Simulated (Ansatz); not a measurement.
hcp Os was calculated with revPBE in Ansatz (PAW).

Run with plane-wave cutoff 520 eV, 24×24×14 k mesh (along the axes of the cell as run), Fermi–Dirac smearing 0.05 eV, no spin polarisation, scalar-relativistic PAW data made under PBE.

Properties against volume:

Shape and atoms are relaxed at each volume.

```tsv
V (Å³/atom)	P (GPa)	c (Å)	a (Å)
13.804	17.44	4.303	2.722
14.092	8.22	4.329	2.742
14.380	0.01	4.356	2.761
14.667	-7.29	4.381	2.780
14.955	-13.78	4.407	2.800
```

Note: the bulk modulus comes from volumes at which shape and atoms were relaxed.

Ansatz is a quantum-chemistry and plane-wave program.
